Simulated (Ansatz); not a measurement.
A structure relaxed at PBE0-D4/def2-TZVP, charge 0, multiplicity 1:

```
atom    x (Å)    y (Å)    z (Å)
  C1   0.9526  -0.4377  -0.7383
  C2  -0.0037   0.4273   0.0448
  O3   0.5436   0.9610   1.1928
  F4  -0.3956   1.4662  -0.7927
  C5  -1.2594  -0.2913   0.4999
  F6  -1.8825  -0.8869  -0.5699
  H7   1.3114  -1.2589  -0.1165
  H8   0.4575  -0.8445  -1.6190
  H9   1.8042   0.1636  -1.0655
 H10   1.4088   1.3268   0.9850
 H11  -0.9972  -1.0608   1.2298
 H12  -1.9398   0.4352   0.9497
```

(1) Give its formula and SMILES.

(2) Summarise the bond lengths by kind.

## Answers

(1) C3H6F2O, `CC(O)(F)CF`.

(2) 2 × C–C 1.509 to 1.517 Å; 5 × C–H 1.089 to 1.093 Å; 1 × C–O 1.379 Å; 2 × C–F 1.374 to 1.391 Å; 1 × H–O 0.962 Å.

All numbers were calculated with Ansatz.
